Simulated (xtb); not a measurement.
# BH5S (SMILES [BH3-][SH2+]): GFN1-xTB

Aim: the energy of BH5S. 

Program for the calculation: xtb 6.7.1 later snapshot.

6 further runs of the same task are left out: 6 set aside as unsound or not needed.

## (1) The system as given

The species is BH5S (7 atoms), meant as a singlet with charge 0. SMILES: `[BH3-][SH2+]`. The coordinates come from a PBE0-D4/def2-TZVP relaxation.

Bond lengths: B1–S2 1.975 Å, B1–H3 1.207 Å, B1–H4 1.203 Å, B1–H5 1.207 Å, S2–H6 1.346 Å, S2–H7 1.346 Å. Angles: B1–S2–H6 103.7°, B1–S2–H7 103.7°, S2–B1–H3 100.3°, S2–B1–H4 107.0°, S2–B1–H5 100.3°, H6–S2–H7 92.5°, H3–B1–H4 116.2°, H3–B1–H5 113.7°, H4–B1–H5 116.2°.

## (2) A single-point energy at GFN1-xTB

Input file start.xyz:

```xyz
7

B     -0.52560000    -0.46150000    -0.50430000
S      0.56860000     0.97760000     0.29090000
H     -1.62320000     0.03640000    -0.43150000
H     -0.34440000    -1.44760000     0.15970000
H     -0.07540000    -0.48210000    -1.62450000
H      0.28600000     0.90380000     1.60490000
H      1.77540000     0.40550000     0.45890000
```

Run with:

```
$ xtb start.xyz --etemp 300 --gfn 1 > start.out 2> xtb.err
```

Q: Predict the results. Wanted: total energy; dipole moment; HOMO energy; LUMO energy; HOMO–LUMO gap; dispersion energy.

**Answer.** As computed:

At GFN1-xTB:

| quantity | value |
| --- | --- |
| total energy | -7.74971 Eh |
| dipole moment | 4.85 D |
| HOMO energy | -11.25 eV |
| LUMO energy | -5.83 eV |
| HOMO–LUMO gap | 5.43 eV |
| dispersion energy | -3.96 kJ/mol |

**Reading.** Mulliken charges run from -0.12 on H4 to +0.16 on H6.
